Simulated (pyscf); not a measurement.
Elementary routes open to H₂N–SiH(Cl)–Cl (SMILES N[SiH](Cl)Cl) + H₂O (SMILES O) in the gas phase (singlet surface):
A. H₂N–Si(OH)(Cl)–Cl (SMILES N[Si](O)(Cl)Cl) + H₂ (SMILES [H][H]) (H–Si, H–O broken; O–Si, H–H formed)
B. H₂N–SiH(OH)–Cl (SMILES N[SiH](O)Cl) + HCl (SMILES Cl) (Cl–Si, H–O broken; O–Si, Cl–H formed)

Structures and frequencies: ωB97X-D3(BJ)/def2-SVP in PySCF.

Question: Rank the routes by free-energy barrier at 600 K, lowest first, for ωB97M-D3(BJ)/def2-TZVP energies (ideal gas, 1 atm, RRHO with modes under 100 cm⁻¹ raised to 100, one conformer, R ln 2 for chiral ones without a mode under 150 cm⁻¹).

Answer: B (32.0 kcal/mol), A (55.2 kcal/mol)

Route B is the fastest of these, ahead of the next by 23.2 kcal/mol. The most stable products are those of A (ΔG = -20.9 kcal/mol), whose barrier is 23.2 kcal/mol higher: the kinetic and the thermodynamic product differ. At 1200 K B is still the fastest. A: On the reactant side the descent ends in a complex, 7.0 kcal/mol under the separated species and 40.1 kcal/mol under the saddle at ωB97X-D3(BJ)/def2-TZVP. B: On the reactant side the descent ends in an adduct with a O–Si contact, 5.4 kcal/mol over the separated species and 4.3 kcal/mol under the saddle at ωB97X-D3(BJ)/def2-TZVP. On the product side the descent ends in a complex, 5.4 kcal/mol under the separated species and 16.0 kcal/mol under the saddle at ωB97X-D3(BJ)/def2-TZVP. Only these routes are compared; each barrier is that of the saddle found, and lower ones may exist.
